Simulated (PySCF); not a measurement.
# One shape, several levels: NF3 (SMILES FN(F)F)

Aim: a comparison of 6 runs (HF/STO-3G, HF/3-21G, B3LYP/6-31G*, B2PLYP/cc-pVTZ, wB97M-V/cc-pVTZ, SCS-MP2/cc-pVTZ) of NF3. Input form: a Python script.

Program for the calculation: PySCF 2.14.0.

1 further run of the same task is left out (set aside as unsound or not needed).

**1. The system as given**

NF3 has 4 atoms, charge 0, and is taken as a singlet. As SMILES, `FN(F)F`. The shape is that of a PBE0-D4/def2-TZVP optimisation.

Bond lengths: F1–N2 1.360 Å, N2–F3 1.360 Å, N2–F4 1.360 Å. Angles: F1–N2–F3 102.1°, F1–N2–F4 102.1°, F3–N2–F4 102.1°.

**2. The energy at HF/STO-3G (run 1)**

Contents of calc.py:

```python
from pyscf import gto

mol = gto.Mole()
mol.atom = [
    ('F', (0.614010, 0.000340, 1.066930)),
    ('N', (0.353420, -0.074150, -0.266250)),
    ('F', (-0.636280, -1.006490, -0.312240)),
    ('F', (-0.331150, 1.080310, -0.488440)),
]
mol.basis = 'sto-3g'
mol.verbose = 3
mol.max_memory = 1860
mol.build()

mf = mol.RHF()
mf.conv_tol = 1e-10
mf.kernel()
if not mf.converged:
    mf = mf.newton().run(mf.mo_coeff, mf.mo_occ)

energy = mf.e_tot
print('E(%s) = %.9f' % ('HF', energy))
```

Run with:

```sh
OMP_NUM_THREADS=1 python calc.py
```

Log:

```text
converged SCF energy = -347.752100400927
E(HF) = -347.752100401
```

Run time: 0.62 s. Hardware: 1 thread of Arm Neoverse V2, shared host; peak memory 0.12 GiB.

**3. The energy at HF/3-21G (run 2)**

Contents of input.py:

```python
from pyscf import gto

mol = gto.Mole()
mol.atom = [
    ('F', (0.614010, 0.000340, 1.066930)),
    ('N', (0.353420, -0.074150, -0.266250)),
    ('F', (-0.636280, -1.006490, -0.312240)),
    ('F', (-0.331150, 1.080310, -0.488440)),
]
mol.max_memory = 1860
mol.verbose = 4
mol.basis = '3-21g'
mol.build()

calc0 = mol.RHF()
calc0.conv_tol = 1e-10
calc0.kernel()
if not calc0.converged:
    calc0 = calc0.newton().run(calc0.mo_coeff, calc0.mo_occ)

e_final = calc0.e_tot
print('Final energy', e_final)
```

Run with:

```sh
OMP_NUM_THREADS=1 python input.py
```

Log:

```text
PySCF version 2.14.0

[... 60 lines left out ...]
converged SCF energy = -350.628404118585
Final energy -350.628404118585
```

It took 0.62 s on 1 thread of Arm Neoverse V2, shared host; peak memory 0.12 GiB.

**4. The energy at B3LYP/6-31G(d) (spherical functions) (run 3)**

Contents of job.py:

```python
# FN(F)F
from pyscf import gto, dft

mol = gto.Mole()
mol.atom = '''
F    0.614010   0.000340   1.066930
N    0.353420  -0.074150  -0.266250
F   -0.636280  -1.006490  -0.312240
F   -0.331150   1.080310  -0.488440
'''
mol.basis = '6-31g*'
mol.verbose = 4
mol.spin = 0
mol.max_memory = 1860
mol.charge = 0
mol.build()

myscf = dft.RKS(mol)
myscf.xc = 'b3lyp'
myscf.grids.level = 5
myscf.conv_tol = 1e-10
myscf.kernel()
if not myscf.converged:
    myscf = myscf.newton().run(myscf.mo_coeff, myscf.mo_occ)

e_final = myscf.e_tot
print('E = %.10f Eh' % e_final)
```

Run with:

```sh
OMP_NUM_THREADS=1 python job.py
```

Log:

```text
PySCF version 2.14.0

[... 72 lines left out ...]
converged SCF energy = -354.065387150983
E = -354.0653871510 Eh
```

Run time: 6 s. Hardware: 1 thread of Arm Neoverse V2, shared host; peak memory 0.3 GiB.

Runs 4 to 5 aren't shown in full; the table further down has their settings and results.

**5. A single-point energy at SCS-MP2/cc-pVTZ (run 6)**

Contents of input.xyz:

```xyz
4

F      0.614010     0.000340     1.066930
N      0.353420    -0.074150    -0.266250
F     -0.636280    -1.006490    -0.312240
F     -0.331150     1.080310    -0.488440
```

Contents of input.py:

```python
# FN(F)F
from pyscf import gto, scf, mp

system = gto.Mole()
system.atom = 'input.xyz'
system.basis = 'cc-pvtz'
system.max_memory = 1860
system.verbose = 3
system.build()

mf = scf.RHF(system)
mf.conv_tol = 1e-10
mf.kernel()
if not mf.converged:
    mf = mf.newton().run(mf.mo_coeff, mf.mo_occ)

pt = mp.MP2(mf, frozen=4).run()
e_tot = mf.e_tot + 1.2 * pt.e_corr_os + pt.e_corr_ss / 3
print('E = %.10f Eh' % e_tot)
```

Run with:

```sh
OMP_NUM_THREADS=1 python input.py
```

Log:

```text
converged SCF energy = -352.67833039606
E(RMP2) = -353.643042476137  E_corr = -0.964712080076932
E(SCS-RMP2) = -353.616616913105  E_corr = -0.938286517044722
E = -353.6166169131 Eh
```

Wall time 3.9 s (1 thread of Arm Neoverse V2, shared host); peak memory 0.4 GiB.

**6. All runs side by side**

```csv
run,level,integration grid,frozen core orbitals,energy (Eh),dipole moment (D) of the reference,HOMO energy (eV),LUMO energy (eV),wall time
1,HF/STO-3G,–,–,-347.752100,0.39,-10.60,12.82,0.62 s
2,HF/3-21G,–,–,-350.628404,0.36,-14.76,7.07,0.62 s
3,B3LYP/6-31G* (spherical functions),5,–,-354.065387,0.03,-9.31,1.13,6 s
4,B2PLYP/cc-pVTZ,5,4,-354.026874,0.22,-12.01,3.06,17 s
5,wB97M-V/cc-pVTZ,5,–,-354.141361,0.14,-12.55,3.64,62 s
6,SCS-MP2/cc-pVTZ,–,4,-353.616617,0.35,-15.09,6.67,3.9 s
```

**7. Outcome**

| quantity | value |
| --- | --- |
| run 6: total energy | -353.61662 Eh |
| run 6: dipole moment (Hartree–Fock density) | 0.35 D |
| run 6: HOMO energy (Hartree–Fock orbitals) | -15.09 eV |
| run 6: LUMO energy (Hartree–Fock orbitals) | 6.67 eV |
| run 6: HOMO–LUMO gap (Hartree–Fock orbitals) | 21.75 eV |
| run 6: correlation energy (4 core orbitals frozen) | -938.3 mEh |

What this shows: Over runs 1, 2, 3, 4, 5 the dipole moment (its size) runs from 0.03 D (B3LYP/6-31G*) to 0.39 D (HF/STO-3G). The two ends differ in method and basis. The two dipoles point in opposite directions. Over runs 1, 2, 3, 4, 5 the HOMO–LUMO gap runs from 10.44 eV (B3LYP/6-31G*) to 23.43 eV (HF/STO-3G). Totals of different functionals can't be ranked against each other. In run 1 the basis is minimal, so the values are rough. All runs together took 90 s, the longest 62 s.
